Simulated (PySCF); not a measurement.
PySCF input file for ammonia (H3N), SMILES N, PBE-D3(BJ)/def2-TZVPD. Geometry: PBE-D3(BJ)/def2-TZVPD.

```python
import numpy as np
from pyscf import gto, scf, dft, df
from pyscf.hessian import thermo

mol = gto.M(
    atom='''
    N    -0.00000000    0.00000000    0.11796316
    H    -0.81792179   -0.47222737   -0.27524737
    H    -0.00000000    0.94445473   -0.27524738
    H     0.81792180   -0.47222737   -0.27524737
    ''',
    basis='def2-TZVPD',
    charge=0,
    spin=0,
    max_memory=1600,
    verbose=3,
)
mf = dft.RKS(mol, xc='pbe').density_fit(auxbasis='def2-universal-jkfit')
mf.disp = 'd3bj'
mf.grids.level = 3
mf.conv_tol = 1e-11
mf.max_cycle = 100
mf.kernel()

# [left out here: the lines that compute and print the analytic Hessian (its translational invariance restored by hand, since the grid's response is missing), thermochemistry and intensities]
```

Program output:

```
converged SCF energy = -56.5113908130307

WARN: DFTD3 does not support analytical Hessian, using finite difference


WARN: Mole.unit (angstrom) is changed to Bohr

Mode                                 0                   1                   2
Irrep
Freq [cm^-1]                     1023.5587           1617.7301           1617.7368
Reduced mass [au]                   1.1810              1.0657              1.0657
Force const [Dyne/A]                0.7290              1.6432              1.6433
Char temp [K]                    1472.6731           2327.5534           2327.5631
Normal mode                   x     y     z       x     y     z       x     y     z
       0   N                 0.00 -0.00 -0.11    0.02  0.06 -0.00    0.06 -0.02  0.00
       1   H                -0.17 -0.10  0.49    0.34 -0.40 -0.18   -0.18  0.50 -0.17
       2   H                -0.00  0.19  0.49   -0.20  0.13  0.24   -0.71 -0.04 -0.07
       3   H                 0.17 -0.10  0.49   -0.39 -0.60 -0.06    0.02 -0.22  0.24
Mode                                 3                   4                   5
Irrep
Freq [cm^-1]                     3377.1936           3498.4703           3498.4838
Reduced mass [au]                   1.0268              1.0886              1.0886
Force const [Dyne/A]                6.8998              7.8503              7.8504
Char temp [K]                    4859.0297           5033.5198           5033.5392
Normal mode                   x     y     z       x     y     z       x     y     z
       0   N                -0.00 -0.00  0.04    0.08  0.00  0.00   -0.00  0.08  0.00
       1   H                -0.47 -0.27 -0.17   -0.54 -0.33 -0.25   -0.32 -0.16 -0.14
       2   H                 0.00  0.54 -0.17    0.02 -0.01  0.00   -0.00 -0.72  0.29
       3   H                 0.47 -0.27 -0.17   -0.53  0.32  0.25    0.33 -0.17 -0.15
temperature 298.1500 [K]
pressure 101325.00 [Pa]
Rotational constants [GHz] 291.58184 291.58184 187.35838
Symmetry number 3
Zero-point energy (ZPE) 0.03334 [Eh]   87525.813 [J/mol]
                           tot       elec      trans        rot        vib
Entropy [J/mol/K]       192.605      0.000    144.104     48.086      0.416
Cv [J/mol/K]             26.830      0.000     12.472     12.472      1.886
Cp [J/mol/K]             35.144      0.000     20.786     12.472      1.886
Internal energy [J/mol]                      3718.434   3718.434  87629.872
Internal energy [Eh]   -56.47518  -56.51139
Enthalpy [J/mol]                             6197.391   3718.434  87629.872
Enthalpy [Eh]          -56.47424
Gibbs free energy [J/mol]                  -36767.068 -10618.318  87505.983
Gibbs free energy [Eh] -56.49611
mode   freq/cm-1   IR/(km/mol)
   1     1023.56       123.319
   2     1617.73        14.210
   3     1617.74        14.210
   4     3377.19         7.038
   5     3498.47         2.254
   6     3498.48         2.263
max |gradient| / (hartree/bohr): 3.530294483366038e-05
APT charges: [-0.3847  0.1282  0.1282  0.1282]
```

The calculation finished and met its thresholds.

Cost: roughly 11 core-seconds.
